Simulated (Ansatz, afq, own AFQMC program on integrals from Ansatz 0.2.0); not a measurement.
MnCH₂, octet: AFQMC among the cluster methods

```yaml
atoms:
  - { symbol: Mn, position_ang: [0.0000, 0.0000, 0.4282] }
  - { symbol: C, position_ang: [0.0000, 0.0000, -1.5852] }
  - { symbol: H, position_ang: [0.0000, 0.8905, -2.2238] }
  - { symbol: H, position_ang: [0.0000, -0.8905, -2.2238] }
```

Connectivity, by distances: Mn–CH2.

Basis def2-SVP. Noble-gas cores (and the filled d shells of Ga–Kr and In–Xe) are frozen. AFQMC by an in-house program on the Cholesky factors that Ansatz 0.2.0 writes for its CCSD(T) run. ph-AFQMC/CISD is guided by a CISD state made of CCSD amplitudes; releasing the constraint for a short imaginary time cuts its bias at the price of noise, slowly where states lie close. ± is one standard error of the sampling. The metal's outer-core s and p shells are frozen, which shifts wave-function levels against functionals.

Determinant: UHF, the one that the program's search chose, which needn't be the lowest solution. The geometry is a PBE0/def2-TZVP stationary point of this or a neighbouring charge and spin state.

No full CI on the walks' own integrals is used here; CCSDT(Q) serves as the reference and is uncertain by about the last step of the cluster series.

Cautions: no relativity below Rb; outer-core shells of the metal frozen; another spin lies lower; the released energies are still falling, so no released level is given (meV from the phaseless value at times in 1/Eh: -4.2 ± 2.3 at 0.24, -5.9 ± 1.8 at 0.60, -3.5 ± 1.8 at 1.20, -6.1 ± 2.0 at 1.80, -10.3 ± 2.2 at 2.60).

```
T1 diagnostic                               : 0.0142
weight of the determinant in the CISD state : 0.916
⟨S²⟩ of the determinant                     : 15.758
size of the correlated space                : 13 electrons in 45 orbitals
```

```json
{"level": "MP2", "correlation energy (eV)": "-5.0944"}
{"level": "CCSD", "correlation energy (eV)": "-5.7956"}
{"level": "CCSD(T)", "correlation energy (eV)": "-5.9239"}
```

(1) Estimate where phaseless AFQMC with a CISD trial lies against CCSD(T) on the same integrals.

(1) 19.0 ± 2.9 meV below CCSD(T).

Reference: CCSDT(Q), correlation energy -5.948 eV.

```tsv
level	E − E(reference) (meV)	share of correlation (%)
CCSD(T)	24.3	99.59
CCSDT	5.0	99.92
ph-AFQMC/CISD	5.4 ± 2.9	99.91
```

A walk keeps the symmetry of its determinant, which the program's search chose and which needn't be the lowest solution, so a lower state of the same spin and another symmetry isn't excluded.
